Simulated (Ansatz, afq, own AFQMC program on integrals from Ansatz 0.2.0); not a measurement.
Integrals from Ansatz 0.2.0, then the random walk in our own AFQMC program (afq).

```yaml
crystal:
  periodic: [false, false, false]
  atoms:
    - {symbol: Br, position_ang: [0.000000, 0.000000, 0.000000]}
basis:
  gaussian: {orbitals: 6-31G}
magnetization: {spin_polarized: true, initial_magnetization: 1}
correlation: {method: ccsd_t, electrons: outside_noble_gas, hamiltonian_folder: ham}
```

```sh
$ ansatz run in.yaml --threads 1 --pin off --events-out ev --progress --plain --max-ram 15360MiB --backend cuda --devices 0, --max-vram 18GiB
```

afq runs on the folder ham with

```
--method free --trial cisd --walkers 4000 --time-step 0.03 --max-blocks 4000 --target-error 0.00019 --factor-cut 1e-05 --seed 2137 --times 0,0.3,0.6,1.2,1.8,2.4,3.6,4.8,6 --taylor-order 8
```

Times are imaginary, in 1/Eh. The walk had a cap of 61 s. Filled inner d shells are frozen with the cores.

Log:

```
orbitals 15  electrons 4 3  factors 90 of 195
reference energy -2572.03955798 Eh
CCSD correlation -0.03011861 Eh in 6 cycles, weight of the determinant in the CISD state 0.9851
repeat  energy at the last time / Eh  error
    10  -2572.070050  0.000008
    20  -2572.070043  0.000005
    30  -2572.070045  0.000005
time / (1/Eh)  energy / Eh  error  mean overlap
  0.00  -2572.069677  0.000002  1.0151
  0.30  -2572.069903  0.000003  1.0154
  0.60  -2572.069970  0.000004  1.0158
  1.20  -2572.070021  0.000004  1.0166
  1.80  -2572.070034  0.000004  1.0178
  2.40  -2572.070040  0.000004  1.0186
  3.60  -2572.070040  0.000005  1.0195
  4.80  -2572.070036  0.000005  1.0194
  6.00  -2572.070044  0.000005  1.0205
energy -2572.070044 +/- 0.000005 Eh
```

The run passed its tests (error under three times the target), which doesn't prove that it has relaxed.

Against this walk (error 0.1 meV) on the same determinant: CCSD(T) 1.2 meV higher, CCSDT(Q) 0.1 meV lower (within the noise), CCSDTQ 0.0 meV higher (within the noise), full CI 0.1 meV higher (within the noise). The error is statistical, and a free projection of finite length keeps a remainder of its start.

Cautions: remainder of the start not in the error; no relativity below Rb; no spin-orbit coupling; inner d shell frozen.

The walk took 11 s on 1 × NVIDIA H100 80GB HBM3 with 2 threads of AMD EPYC 7R13 Processor (Zen 3) (shared host) (the card was shared). The log's last line is the free-projection energy.

CCSDT and higher add their correlation energy to the determinant of the CCSD(T) run, since their own runs factorise the integrals more tightly (a shift of under 2 meV). A walk keeps the symmetry of its determinant, which the program's search chose and which needn't be the lowest solution, so a lower state of the same spin and another symmetry isn't excluded.
